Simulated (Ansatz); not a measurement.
System: C₂H, charge -1, multiplicity 1. It need not be the lowest isomer of its formula. Whether it binds its extra electron was not tested at this geometry. 
Structure (B3LYP-D3(BJ)/def2-TZVP (Ansatz, a program for electronic structure) minimum search):
SMILES: [C-]#C
```xyz
3

C      0.0000     0.0000    -0.4894
C      0.0000     0.0000     0.7491
H      0.0000     0.0000    -1.5577
```
Charge -1, spin multiplicity 1.

Basis-set convergence of Hartree-Fock and MP2 correlation energies (hartree) with Ansatz. Cores are frozen in the correlated levels unless marked. Spin-orbit coupling is left out. No relativistic terms. This anion needs diffuse functions, which these sets lack.

| basis | functions | E(HF) | E(corr, MP2) |
|---|---|---|---|
| def2-SVP | 33 | -76.13183 | -0.25084 |
| def2-TZVPP | 76 | -76.23222 | -0.31100 |
| def2-QZVPP | 144 | ___ | ___ |

Question: Some entries are withheld; supply them.

Answer: 
- def2-QZVPP, E(HF): -76.23763
- def2-QZVPP, E(corr, MP2): -0.33213
